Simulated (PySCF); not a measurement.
Species: C4H6N2.
SMILES with atom numbers: `[CH3:1][n:2]1[cH:3][cH:4][n:5][cH:6]1` (hydrogens: H7, H8, H9 on C1; H10 on C3; H11 on C4; H12 on C6)

Method: PySCF 2.14.0, PBE0-D3(BJ)/def2-SVP geometry optimisation, gas phase.

Question: List the bond lengths and angles at this level.

Answer: 
```tsv
bond	length (Å)	order
C1–N2	1.439	single
N2–C3	1.373	aromatic
C3–C4	1.376	aromatic
C4–N5	1.365	aromatic
N5–C6	1.309	aromatic
N2–C6	1.362	aromatic
C1–H7, C1–H8, C1–H9	1.100	single
C3–H10	1.088	single
C4–H11	1.090	single
C6–H12	1.091	single
```

Bonds in one row agree within 0.01 Å and their mean is given. Orders are formal, as drawn. A selection of angles:
```tsv
angle	degrees
N2–C1–H7	111.0
N2–C1–H9	109.1
H7–C1–H8	108.8
H7–C1–H9	108.3
C1–N2–C3	126.7
C1–N2–C6	126.8
C3–N2–C6	106.5
N2–C3–C4	105.5
N2–C3–H10	122.1
C4–C3–H10	132.5
C3–C4–N5	110.5
C3–C4–H11	127.7
N5–C4–H11	121.9
C4–N5–C6	105.3
N5–C6–H12	126.1
N2–C6–N5	112.3
N2–C6–H12	121.6
```

The 5-membered ring N2–C3–C4–N5–C6 has internal angles of 105.3° to 112.3°; it is planar, 0.00 Å rms from its mean plane, widest ring torsion 0°. The C–N distances run from 1.309 Å (N5–C6, aromatic) to 1.439 Å (C1–N2, drawn single), a spread of 0.130 Å. The 6 heavy atoms lie in one plane (0.004 Å rms). N2 (pyrrole-type nitrogen) is planar (angles 126.8°, 126.7° and 106.5°, sum 360.0°, 0.01 Å off the plane of its three neighbours). Of the pairs four or more bonds apart, H9···H12 is among the closest relative to their van der Waals radii: 2.46 Å, 102 % of the sum of Bondi's values.

Stationary, but not proved a minimum.

Hardware: one thread of an Arm Neoverse V1, on a shared host. Cost: 36 s wall, 0.48 GiB resident at most. These figures are those of the optimisation.
